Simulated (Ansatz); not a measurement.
**CH₆B (doublet): B2PLYP, RPA-PBE over a scan of the distance B1–H4 along a hydrogen transfer, cc-pVDZ**

How well do these functionals follow the top wave-function level for CH₆B (doublet) over a scan of the distance B1–H4 along a hydrogen transfer?

Method: cc-pVDZ, all electrons in the functionals, frozen cores in the correlation of double hybrids and RPA; program: Ansatz 0.2.0, Gaussian basis.

To be run: B2PLYP, RPA-PBE, at 1.194 Å; 1.235 Å; 1.317 Å; 1.400 Å; 1.482 Å.

## (1) The geometry

The geometry derives from fragments relaxed apart (PBE0/def2-TZVP) and kept rigid, so it is no stationary point. A hydrogen atom is moved between rigid fragments.

8 atoms, charge 0, spin multiplicity 2.

Atoms are counted from 1 here; the program's logs count them from 0.

Bond lengths: B1–H2 1.193 Å, B1–H3 1.193 Å, B1–H4 1.193 Å, C5–H6 1.080 Å, C5–H7 1.080 Å, C5–H8 1.080 Å. Angles: H2–B1–H3 120.0°, H2–B1–H4 120.0°, H3–B1–H4 120.0°, H6–C5–H7 120.0°, H6–C5–H8 120.0°, H7–C5–H8 120.0°.

No dispersion term is added.

The geometry shown and the zero of energy belong to the point 1.194 Å. The yardstick, UCCSDT(Q), and other wave-function levels (R restricted, U unrestricted, valence and pair active spaces) come from earlier runs.

## (2) B2PLYP, 1.194 Å

in.yaml reads:

```yaml
crystal:
  periodic: [false, false, false]
  atoms:
    - {symbol: B, position_ang: [-1.339441, 0.000000, 0.000000]}
    - {symbol: H, position_ang: [-1.936174, 1.033572, 0.000000]}
    - {symbol: H, position_ang: [-1.936175, -1.033571, 0.000000]}
    - {symbol: H, position_ang: [-0.145976, 0.000000, 0.000000]}
    - {symbol: C, position_ang: [1.232559, 0.000000, 0.000000]}
    - {symbol: H, position_ang: [1.232559, -1.080022, 0.000000]}
    - {symbol: H, position_ang: [1.232559, 0.540011, 0.935327]}
    - {symbol: H, position_ang: [1.232559, 0.540011, -0.935327]}
basis:
  gaussian: {orbitals: cc-pVDZ}
magnetization: {spin_polarized: true, initial_magnetization: 1}
hamiltonian: {xc: {name: B2PLYP}}
correlation: {electrons: outside_noble_gas}
```

The run is started by

```sh
$ ansatz run in.yaml --threads 1 --pin off --events-out ev --progress --plain --max-ram 2816MiB --backend cpu
```

The log of the run:

```text
Functional definition: B2PLYP
  name "B2PLYP"
  cite "Grimme, J. Chem. Phys. 124, 034108 (2006) doi:10.1063/1.2148954"
  cite "Becke, Phys. Rev. A 38, 3098 (1988) doi:10.1103/PhysRevA.38.3098"
  cite "Lee, Yang & Parr, Phys. Rev. B 37, 785 (1988) doi:10.1103/PhysRevB.37.785"
  parameter a = 0.53
  parameter c = 0.27
  exchange = (1 - a)*b88_x + a*exact_x
  correlation = (1 - c)*lyp_c + c*(mp2_os + mp2_ss)
518 factors; integrals over basis functions are off by at most 1.2e-3 eV
mean field evaluation 1: about -1799.8162 eV, gradient 2.0e1 eV
mean field evaluation 2: about -1799.8531 eV, gradient 2.0e1 eV
mean field evaluation 4: about -1801.9671 eV, gradient 1.3e0 eV
mean field evaluation 8: about -1801.9937 eV, gradient 4.8e-2 eV
mean field evaluation 16: about -1801.9937 eV, gradient 1.1e-5 eV
mean field -1801.99374383 eV, -66.2220486506 hartree, gradient 3.0e-6 eV, S^2 0.759844; 2 other end points of the search recorded, 0 dependent functions left out
2 core orbitals not correlated: weight in the atoms' cores, before any rotation towards them, 1.000 or more for the frozen orbitals, at most 0.000 for the correlated occupied ones
reference -1801.99388590 eV, -66.2220538717 hartree; 7, 6 occupied and 49, 50 virtual orbitals, 518 factors
second order -7.90781073 eV of doubles, -0.00000000 eV of singles
Total energy: -1804.12899480 eV, -66.3005176764 hartree
```

Wall time 1.8 s (1 thread of AMD EPYC 7R13, shared host).

From the report: ⟨S²⟩ of the determinant 0.760 (pure doublet: 0.75).

## (3) B2PLYP, 1.235 Å

in.yaml reads:

```yaml
crystal:
  periodic: [false, false, false]
  atoms:
    - {symbol: B, position_ang: [-1.340891, 0.000000, 0.000000]}
    - {symbol: H, position_ang: [-1.937624, 1.033572, 0.000000]}
    - {symbol: H, position_ang: [-1.937625, -1.033571, 0.000000]}
    - {symbol: H, position_ang: [-0.105891, 0.000000, 0.000000]}
    - {symbol: C, position_ang: [1.231109, 0.000000, 0.000000]}
    - {symbol: H, position_ang: [1.231109, -1.080022, 0.000000]}
    - {symbol: H, position_ang: [1.231109, 0.540011, 0.935327]}
    - {symbol: H, position_ang: [1.231109, 0.540011, -0.935327]}
basis:
  gaussian: {orbitals: cc-pVDZ}
magnetization: {spin_polarized: true, initial_magnetization: 1}
hamiltonian: {xc: {name: B2PLYP}}
correlation: {electrons: outside_noble_gas}
```

The command is unchanged.

The log of the run (excerpt; [...] marks lines left out):

```text
Functional definition: B2PLYP
  name "B2PLYP"
  cite "Grimme, J. Chem. Phys. 124, 034108 (2006) doi:10.1063/1.2148954"
  cite "Becke, Phys. Rev. A 38, 3098 (1988) doi:10.1103/PhysRevA.38.3098"
  cite "Lee, Yang & Parr, Phys. Rev. B 37, 785 (1988) doi:10.1103/PhysRevB.37.785"
[...]
518 factors; integrals over basis functions are off by at most 1.2e-3 eV
[...]
mean field -1801.94949724 eV, -66.2204226185 hartree, gradient 3.4e-6 eV, S^2 0.760720; 2 other end points of the search recorded, 0 dependent functions left out
2 core orbitals not correlated: weight in the atoms' cores, before any rotation towards them, 1.000 or more for the frozen orbitals, at most 0.000 for the correlated occupied ones
reference -1801.94963907 eV, -66.2204278307 hartree; 7, 6 occupied and 49, 50 virtual orbitals, 518 factors
second order -7.97916754 eV of doubles, -0.00000000 eV of singles
Total energy: -1804.10401431 eV, -66.2995996603 hartree
```

It took 1.7 s on 1 thread of AMD EPYC 7R13, shared host.

From the report: ⟨S²⟩ of the determinant 0.761 (pure doublet: 0.75).

From 1.194 Å: +2.4 kJ/mol.

## (4) B2PLYP, 1.317 Å

in.yaml reads:

```yaml
crystal:
  periodic: [false, false, false]
  atoms:
    - {symbol: B, position_ang: [-1.343754, 0.000000, 0.000000]}
    - {symbol: H, position_ang: [-1.940487, 1.033572, 0.000000]}
    - {symbol: H, position_ang: [-1.940488, -1.033571, 0.000000]}
    - {symbol: H, position_ang: [-0.026754, 0.000000, 0.000000]}
    - {symbol: C, position_ang: [1.228246, 0.000000, 0.000000]}
    - {symbol: H, position_ang: [1.228246, -1.080022, 0.000000]}
    - {symbol: H, position_ang: [1.228246, 0.540011, 0.935327]}
    - {symbol: H, position_ang: [1.228246, 0.540011, -0.935327]}
basis:
  gaussian: {orbitals: cc-pVDZ}
magnetization: {spin_polarized: true, initial_magnetization: 1}
hamiltonian: {xc: {name: B2PLYP}}
correlation: {electrons: outside_noble_gas}
```

The command is unchanged.

The log of the run (excerpt; [...] marks lines left out):

```text
Functional definition: B2PLYP
  name "B2PLYP"
  cite "Grimme, J. Chem. Phys. 124, 034108 (2006) doi:10.1063/1.2148954"
  cite "Becke, Phys. Rev. A 38, 3098 (1988) doi:10.1103/PhysRevA.38.3098"
  cite "Lee, Yang & Parr, Phys. Rev. B 37, 785 (1988) doi:10.1103/PhysRevB.37.785"
[...]
518 factors; integrals over basis functions are off by at most 1.1e-3 eV
[...]
mean field -1801.82141903 eV, -66.2157158311 hartree, gradient 3.7e-6 eV, S^2 0.761865; 2 other end points of the search recorded, 0 dependent functions left out
2 core orbitals not correlated: weight in the atoms' cores, before any rotation towards them, 1.000 or more for the frozen orbitals, at most 0.000 for the correlated occupied ones
reference -1801.82156013 eV, -66.2157210163 hartree; 7, 6 occupied and 49, 50 virtual orbitals, 518 factors
second order -8.10245443 eV of doubles, -0.00000000 eV of singles
Total energy: -1804.00922283 eV, -66.2961161375 hartree
```

It took 1.6 s on 1 thread of AMD EPYC 7R13, shared host.

From the report: ⟨S²⟩ of the determinant 0.762 (pure doublet: 0.75).

From 1.194 Å: +11.6 kJ/mol.

## (5) B2PLYP, 1.400 Å

in.yaml reads:

```yaml
crystal:
  periodic: [false, false, false]
  atoms:
    - {symbol: B, position_ang: [-1.346652, 0.000000, 0.000000]}
    - {symbol: H, position_ang: [-1.943385, 1.033572, 0.000000]}
    - {symbol: H, position_ang: [-1.943386, -1.033571, 0.000000]}
    - {symbol: H, position_ang: [0.053348, 0.000000, 0.000000]}
    - {symbol: C, position_ang: [1.225348, 0.000000, 0.000000]}
    - {symbol: H, position_ang: [1.225348, -1.080022, 0.000000]}
    - {symbol: H, position_ang: [1.225348, 0.540011, 0.935327]}
    - {symbol: H, position_ang: [1.225348, 0.540011, -0.935327]}
basis:
  gaussian: {orbitals: cc-pVDZ}
magnetization: {spin_polarized: true, initial_magnetization: 1}
hamiltonian: {xc: {name: B2PLYP}}
correlation: {electrons: outside_noble_gas}
```

The command is unchanged.

The log of the run (excerpt; [...] marks lines left out):

```text
Functional definition: B2PLYP
  name "B2PLYP"
  cite "Grimme, J. Chem. Phys. 124, 034108 (2006) doi:10.1063/1.2148954"
  cite "Becke, Phys. Rev. A 38, 3098 (1988) doi:10.1103/PhysRevA.38.3098"
  cite "Lee, Yang & Parr, Phys. Rev. B 37, 785 (1988) doi:10.1103/PhysRevB.37.785"
[...]
518 factors; integrals over basis functions are off by at most 1.1e-3 eV
[...]
mean field -1801.67482038 eV, -66.2103284301 hartree, gradient 3.3e-6 eV, S^2 0.761026; 2 other end points of the search recorded, 0 dependent functions left out
2 core orbitals not correlated: weight in the atoms' cores, before any rotation towards them, 1.000 or more for the frozen orbitals, at most 0.000 for the correlated occupied ones
reference -1801.67496048 eV, -66.2103335786 hartree; 7, 6 occupied and 49, 50 virtual orbitals, 518 factors
second order -8.17250670 eV of doubles, -0.00000000 eV of singles
Total energy: -1803.88153729 eV, -66.2914237807 hartree
```

Run time: 3.3 s. Hardware: 1 thread of AMD EPYC 7R13, shared host.

From the report: ⟨S²⟩ of the determinant 0.761 (pure doublet: 0.75).

From 1.194 Å: +23.9 kJ/mol.

## (6) B2PLYP, 1.482 Å

in.yaml reads:

```yaml
crystal:
  periodic: [false, false, false]
  atoms:
    - {symbol: B, position_ang: [-1.349515, 0.000000, 0.000000]}
    - {symbol: H, position_ang: [-1.946248, 1.033572, 0.000000]}
    - {symbol: H, position_ang: [-1.946249, -1.033571, 0.000000]}
    - {symbol: H, position_ang: [0.132485, 0.000000, 0.000000]}
    - {symbol: C, position_ang: [1.222485, 0.000000, 0.000000]}
    - {symbol: H, position_ang: [1.222485, -1.080022, 0.000000]}
    - {symbol: H, position_ang: [1.222485, 0.540011, 0.935327]}
    - {symbol: H, position_ang: [1.222485, 0.540011, -0.935327]}
basis:
  gaussian: {orbitals: cc-pVDZ}
magnetization: {spin_polarized: true, initial_magnetization: 1}
hamiltonian: {xc: {name: B2PLYP}}
correlation: {electrons: outside_noble_gas}
```

Same command.

The log of the run (excerpt; [...] marks lines left out):

```text
Functional definition: B2PLYP
  name "B2PLYP"
  cite "Grimme, J. Chem. Phys. 124, 034108 (2006) doi:10.1063/1.2148954"
  cite "Becke, Phys. Rev. A 38, 3098 (1988) doi:10.1103/PhysRevA.38.3098"
  cite "Lee, Yang & Parr, Phys. Rev. B 37, 785 (1988) doi:10.1103/PhysRevB.37.785"
[...]
518 factors; integrals over basis functions are off by at most 1.1e-3 eV
[...]
mean field -1801.49582116 eV, -66.2037503298 hartree, gradient 3.7e-6 eV, S^2 0.758431; 2 other end points of the search recorded, 0 dependent functions left out
2 core orbitals not correlated: weight in the atoms' cores, before any rotation towards them, 1.000 or more for the frozen orbitals, at most 0.000 for the correlated occupied ones
reference -1801.49596027 eV, -66.2037554421 hartree; 7, 6 occupied and 49, 50 virtual orbitals, 518 factors
second order -8.16697489 eV of doubles, -0.00000000 eV of singles
Total energy: -1803.70104349 eV, -66.2847907557 hartree
```

It took 3 s on 1 thread of AMD EPYC 7R13, shared host.

From the report: ⟨S²⟩ of the determinant 0.758 (pure doublet: 0.75).

From 1.194 Å: +41.3 kJ/mol.

## (7) RPA-PBE, 1.194 Å

in.yaml reads:

```yaml
crystal:
  periodic: [false, false, false]
  atoms:
    - {symbol: B, position_ang: [-1.339441, 0.000000, 0.000000]}
    - {symbol: H, position_ang: [-1.936174, 1.033572, 0.000000]}
    - {symbol: H, position_ang: [-1.936175, -1.033571, 0.000000]}
    - {symbol: H, position_ang: [-0.145976, 0.000000, 0.000000]}
    - {symbol: C, position_ang: [1.232559, 0.000000, 0.000000]}
    - {symbol: H, position_ang: [1.232559, -1.080022, 0.000000]}
    - {symbol: H, position_ang: [1.232559, 0.540011, 0.935327]}
    - {symbol: H, position_ang: [1.232559, 0.540011, -0.935327]}
basis:
  gaussian: {orbitals: cc-pVDZ}
magnetization: {spin_polarized: true, initial_magnetization: 1}
hamiltonian: {xc: {name: PBE}}
correlation: {method: rpa, electrons: outside_noble_gas}
```

The command is unchanged.

The log of the run (excerpt; [...] marks lines left out):

```text
Functional definition: PBE
  name "PBE"
  cite "Perdew, Burke & Ernzerhof, Phys. Rev. Lett. 77, 3865 (1996) doi:10.1103/PhysRevLett.77.3865"
  parent pbe
[...]
518 factors; integrals over basis functions are off by at most 1.2e-3 eV
[...]
mean field -1803.44803863 eV, -66.2754929986 hartree, gradient 2.1e-6 eV, S^2 0.756238; 9 other end points of the search recorded, 0 dependent functions left out
2 core orbitals not correlated: weight in the atoms' cores, before any rotation towards them, 1.000 or more for the frozen orbitals, at most 0.000 for the correlated occupied ones
reference -1792.16393909 eV, -65.8608099893 hartree; 7, 6 occupied and 49, 50 virtual orbitals, 518 factors
Total energy: -1805.02442631 eV, -66.3334241772 hartree
```

It took 6 s on 1 thread of AMD EPYC 7R13, shared host.

From the report: ⟨S²⟩ of the determinant 0.756 (pure doublet: 0.75).

## (8) RPA-PBE, 1.235 Å

in.yaml reads:

```yaml
crystal:
  periodic: [false, false, false]
  atoms:
    - {symbol: B, position_ang: [-1.340891, 0.000000, 0.000000]}
    - {symbol: H, position_ang: [-1.937624, 1.033572, 0.000000]}
    - {symbol: H, position_ang: [-1.937625, -1.033571, 0.000000]}
    - {symbol: H, position_ang: [-0.105891, 0.000000, 0.000000]}
    - {symbol: C, position_ang: [1.231109, 0.000000, 0.000000]}
    - {symbol: H, position_ang: [1.231109, -1.080022, 0.000000]}
    - {symbol: H, position_ang: [1.231109, 0.540011, 0.935327]}
    - {symbol: H, position_ang: [1.231109, 0.540011, -0.935327]}
basis:
  gaussian: {orbitals: cc-pVDZ}
magnetization: {spin_polarized: true, initial_magnetization: 1}
hamiltonian: {xc: {name: PBE}}
correlation: {method: rpa, electrons: outside_noble_gas}
```

The command is unchanged.

The log of the run (excerpt; [...] marks lines left out):

```text
Functional definition: PBE
  name "PBE"
  cite "Perdew, Burke & Ernzerhof, Phys. Rev. Lett. 77, 3865 (1996) doi:10.1103/PhysRevLett.77.3865"
  parent pbe
[...]
518 factors; integrals over basis functions are off by at most 1.2e-3 eV
[...]
mean field -1803.46988082 eV, -66.2762956844 hartree, gradient 8.5e-6 eV, S^2 0.756418; 8 other end points of the search recorded, 0 dependent functions left out
2 core orbitals not correlated: weight in the atoms' cores, before any rotation towards them, 1.000 or more for the frozen orbitals, at most 0.000 for the correlated occupied ones
reference -1792.02505434 eV, -65.8557060689 hartree; 7, 6 occupied and 49, 50 virtual orbitals, 518 factors
Total energy: -1805.02175481 eV, -66.3333260018 hartree
```

Wall time 4.9 s (1 thread of AMD EPYC 7R13, shared host).

From the report: ⟨S²⟩ of the determinant 0.756 (pure doublet: 0.75).

From 1.194 Å: +0.3 kJ/mol.

## (9) RPA-PBE, 1.317 Å

in.yaml reads:

```yaml
crystal:
  periodic: [false, false, false]
  atoms:
    - {symbol: B, position_ang: [-1.343754, 0.000000, 0.000000]}
    - {symbol: H, position_ang: [-1.940487, 1.033572, 0.000000]}
    - {symbol: H, position_ang: [-1.940488, -1.033571, 0.000000]}
    - {symbol: H, position_ang: [-0.026754, 0.000000, 0.000000]}
    - {symbol: C, position_ang: [1.228246, 0.000000, 0.000000]}
    - {symbol: H, position_ang: [1.228246, -1.080022, 0.000000]}
    - {symbol: H, position_ang: [1.228246, 0.540011, 0.935327]}
    - {symbol: H, position_ang: [1.228246, 0.540011, -0.935327]}
basis:
  gaussian: {orbitals: cc-pVDZ}
magnetization: {spin_polarized: true, initial_magnetization: 1}
hamiltonian: {xc: {name: PBE}}
correlation: {method: rpa, electrons: outside_noble_gas}
```

Launched as before.

The log of the run (excerpt; [...] marks lines left out):

```text
Functional definition: PBE
  name "PBE"
  cite "Perdew, Burke & Ernzerhof, Phys. Rev. Lett. 77, 3865 (1996) doi:10.1103/PhysRevLett.77.3865"
  parent pbe
[...]
518 factors; integrals over basis functions are off by at most 1.1e-3 eV
[...]
mean field -1803.45736805 eV, -66.2758358486 hartree, gradient 1.4e-6 eV, S^2 0.755022; 8 other end points of the search recorded, 0 dependent functions left out
2 core orbitals not correlated: weight in the atoms' cores, before any rotation towards them, 1.000 or more for the frozen orbitals, at most 0.000 for the correlated occupied ones
reference -1791.84994196 eV, -65.8492708076 hartree; 7, 6 occupied and 49, 50 virtual orbitals, 518 factors
Total energy: -1804.97735900 eV, -66.3316944855 hartree
```

Wall time 5 s (1 thread of AMD EPYC 7R13, shared host).

From the report: ⟨S²⟩ of the determinant 0.755 (pure doublet: 0.75).

From 1.194 Å: +4.5 kJ/mol.

## (10) RPA-PBE, 1.400 Å

in.yaml reads:

```yaml
crystal:
  periodic: [false, false, false]
  atoms:
    - {symbol: B, position_ang: [-1.346652, 0.000000, 0.000000]}
    - {symbol: H, position_ang: [-1.943385, 1.033572, 0.000000]}
    - {symbol: H, position_ang: [-1.943386, -1.033571, 0.000000]}
    - {symbol: H, position_ang: [0.053348, 0.000000, 0.000000]}
    - {symbol: C, position_ang: [1.225348, 0.000000, 0.000000]}
    - {symbol: H, position_ang: [1.225348, -1.080022, 0.000000]}
    - {symbol: H, position_ang: [1.225348, 0.540011, 0.935327]}
    - {symbol: H, position_ang: [1.225348, 0.540011, -0.935327]}
basis:
  gaussian: {orbitals: cc-pVDZ}
magnetization: {spin_polarized: true, initial_magnetization: 1}
hamiltonian: {xc: {name: PBE}}
correlation: {method: rpa, electrons: outside_noble_gas}
```

The command is unchanged.

The log of the run (excerpt; [...] marks lines left out):

```text
Functional definition: PBE
  name "PBE"
  cite "Perdew, Burke & Ernzerhof, Phys. Rev. Lett. 77, 3865 (1996) doi:10.1103/PhysRevLett.77.3865"
  parent pbe
[...]
518 factors; integrals over basis functions are off by at most 1.1e-3 eV
[...]
mean field -1803.37073512 eV, -66.2726521470 hartree, gradient 6.5e-6 eV, S^2 0.753329; 8 other end points of the search recorded, 0 dependent functions left out
2 core orbitals not correlated: weight in the atoms' cores, before any rotation towards them, 1.000 or more for the frozen orbitals, at most 0.000 for the correlated occupied ones
reference -1791.78450204 eV, -65.8468659347 hartree; 7, 6 occupied and 49, 50 virtual orbitals, 518 factors
Total energy: -1804.87848383 eV, -66.3280608902 hartree
```

Run time: 4.7 s. Hardware: 1 thread of AMD EPYC 7R13, shared host.

From the report: ⟨S²⟩ of the determinant 0.753 (pure doublet: 0.75).

From 1.194 Å: +14.1 kJ/mol.

## (11) RPA-PBE, 1.482 Å

in.yaml reads:

```yaml
crystal:
  periodic: [false, false, false]
  atoms:
    - {symbol: B, position_ang: [-1.349515, 0.000000, 0.000000]}
    - {symbol: H, position_ang: [-1.946248, 1.033572, 0.000000]}
    - {symbol: H, position_ang: [-1.946249, -1.033571, 0.000000]}
    - {symbol: H, position_ang: [0.132485, 0.000000, 0.000000]}
    - {symbol: C, position_ang: [1.222485, 0.000000, 0.000000]}
    - {symbol: H, position_ang: [1.222485, -1.080022, 0.000000]}
    - {symbol: H, position_ang: [1.222485, 0.540011, 0.935327]}
    - {symbol: H, position_ang: [1.222485, 0.540011, -0.935327]}
basis:
  gaussian: {orbitals: cc-pVDZ}
magnetization: {spin_polarized: true, initial_magnetization: 1}
hamiltonian: {xc: {name: PBE}}
correlation: {method: rpa, electrons: outside_noble_gas}
```

The command is unchanged.

The log of the run (excerpt; [...] marks lines left out):

```text
Functional definition: PBE
  name "PBE"
  cite "Perdew, Burke & Ernzerhof, Phys. Rev. Lett. 77, 3865 (1996) doi:10.1103/PhysRevLett.77.3865"
  parent pbe
[...]
518 factors; integrals over basis functions are off by at most 1.1e-3 eV
[...]
mean field -1803.16752306 eV, -66.2651842416 hartree, gradient 1.5e-6 eV, S^2 0.752607; 8 other end points of the search recorded, 0 dependent functions left out
2 core orbitals not correlated: weight in the atoms' cores, before any rotation towards them, 1.000 or more for the frozen orbitals, at most 0.000 for the correlated occupied ones
reference -1791.70420945 eV, -65.8439152367 hartree; 7, 6 occupied and 49, 50 virtual orbitals, 518 factors
Total energy: -1804.67755857 eV, -66.3206770231 hartree
```

Wall time 5.5 s (1 thread of AMD EPYC 7R13, shared host).

From the report: ⟨S²⟩ of the determinant 0.753 (pure doublet: 0.75).

From 1.194 Å: +33.5 kJ/mol.

## (12) Against the wave-function levels

The yardstick is UCCSDT(Q), where the cluster series has nearly closed. It comes from earlier runs at the same points. Energies in kJ/mol, counted from 1.194 Å; blanks weren't run or aren't comparable.

```tsv
level	1.194 Å	1.235 Å	1.317 Å	1.400 Å	1.482 Å
UCCSDT(Q)	0.0	2.8	12.7	25.7	43.5
B2PLYP	0.0	2.4	11.6	23.9	41.3
RPA-PBE	0.0	0.3	4.5	14.1	33.5
```

Largest miss and mean time a point (UCCSDT(Q) took 7.4 s a point; shared hosts):

```tsv
level	largest miss (kJ/mol)	where	time a point
B2PLYP	-2.2	1.482 Å	2.3 s
RPA-PBE	-11.6	1.400 Å	5.2 s
```

## (13) Outcome

| quantity | value |
| --- | --- |
| span of the UCCSDT(Q) curve | 43.5 kJ/mol |
| largest miss, B2PLYP | -2.2 kJ/mol (1.482 Å) |
| largest miss, RPA-PBE | -11.6 kJ/mol (1.400 Å) |

Of the functionals, B2PLYP keep the smallest largest miss at the points compared (at most 2.2 kJ/mol) and RPA-PBE strays most (11.6 kJ/mol, at 1.400 Å). Functionals and the yardstick converge differently with the basis, so part of each miss in cc-pVDZ is the basis.
